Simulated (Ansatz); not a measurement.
C4H6S can be A, `CCC1=CS1`, or B, `CC1=CSC1`.

Gas-phase electronic energies from Ansatz, PBE0-D4/def2-TZVP geometries. CBS: MP2 limit from def2 TZ/QZ plus the TZ coupled-cluster correction, frozen cores. DFT in def2-TZVPP. B3LYP here is the variant with VWN-RPA as its local correlation; programs differ in this. Each species was taken in one conformer, which may not be the lowest.

A:

```xyz
11

C    -0.1913    0.6447    1.2882
C    -0.7976    0.2230   -0.0419
C     0.1598   -0.4624   -0.9088
C     1.3072   -0.9404   -1.1936
S     0.1478   -1.2226   -2.5861
H    -0.9371    1.1512    1.9031
H     0.6456    1.3292    1.1369
H     0.1749   -0.2211    1.8431
H    -1.6548   -0.4436    0.1081
H    -1.1898    1.0879   -0.5894
H     2.3354   -1.1459   -0.9597
```

B:

Z-matrix (Å, degrees):
```
C
C 1 1.481
H 1 1.095 2 111.4
H 1 1.095 2 111.4 3 -119.3
H 1 1.092 2 110.8 3 120.3
C 2 1.337 1 132.9 3 -120.4
C 2 1.502 1 128.3 3 59.6
S 6 1.766 2 98.4 1 -180.0
H 6 1.082 2 133.7 1 0.0
H 7 1.092 2 115.8 1 -65.7
H 7 1.092 2 115.8 1 65.7
```

(1) Which isomer does CCSD(T)/CBS put lower? Give the gap. (An estimate is asked.)

(2) Give E(B) − E(A) in kJ/mol with PBE0-D4, B3LYP, B3LYP-D4, PBE-D4, CCSD(T)/def2-TZVPP, CCSD/def2-TZVPP, r2SCAN-D4. (An estimate is asked.)

Largest T1 diagnostic: 0.012.

## Answers

(1) The calculation gave: B, by 114.8 kJ/mol.

(2) Computed: PBE0-D4 -122.1, B3LYP -110.5, B3LYP-D4 -112.6, PBE-D4 -118.0, CCSD(T)/def2-TZVPP -116.3, CCSD/def2-TZVPP -116.7, r2SCAN-D4 -117.6. None reverses the order clearly.

From PBE to PBE0 (25 % exact exchange), in def2-TZVPP and without D4, E(B) − E(A) moves by −4.5 kJ/mol.
